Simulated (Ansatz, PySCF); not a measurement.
System: C2H2O2, charge 0, singlet. C2H2O2 (SMILES O=CC=O).
B3LYP-D3(BJ)/def2-TZVP minimum from Ansatz (a program for electronic structure):
```
C
O 1 1.2008
H 1 1.1067 2 123.65
C 1 1.5237 3 114.79 2 -180.00
O 4 1.2008 1 121.56 3 0.00
H 4 1.1067 5 123.65 1 180.00
```

Atomisation energy term by term, kcal/mol (programs: Ansatz). UHF or UKS for unpaired electrons; spin-orbit terms are left out. Correlated methods leave the cores frozen. Rows without X2C or -DK are non-relativistic. CBS(X,Y): correlation extrapolated as X^-3, Hartree-Fock from the larger set (Q,5: extrapolated as (X+1)exp(-9√X)). A bracket is a step between two methods taken in the basis named. '+ core + X2C': CCSD(T) terms for core correlation (cc-pwCVTZ) and scalar relativity (cc-pVTZ-DK). Where a partner has so few electrons that a lower coupled-cluster level is exact, that level stands in. The restricted determinant of C2H2O2 (O=CC=O, singlet) is unstable towards broken spin symmetry in at least one set run.

```json
[
 {"term": "Hartree-Fock", "basis": "CBS(cc-pVQZ,cc-pV5Z)", "kcal/mol": "422.38"},
 {"term": "CCSD correlation", "basis": "CBS(cc-pVQZ,cc-pV5Z)", "kcal/mol": "192.52"},
 {"term": "(T)", "basis": "CBS(cc-pVQZ,cc-pV5Z)", "kcal/mol": "17.27"},
 {"term": "CCSDT(Q) - CCSD(T)", "basis": "cc-pVDZ", "kcal/mol": "1.28"},
 {"term": "core correlation", "basis": "cc-pwCVTZ", "kcal/mol": "2.67"},
 {"term": "scalar relativity", "basis": "X2C, cc-pVTZ-DK", "kcal/mol": "-0.65"},
 {"term": "minus zero-point energy", "basis": "harmonic, PySCF's Hessian at B3LYP-D3(BJ)/def2-TZVP", "kcal/mol": "-23.13"},
 {"term": "sum: D0", "basis": "", "kcal/mol": "612.3"}
]
```
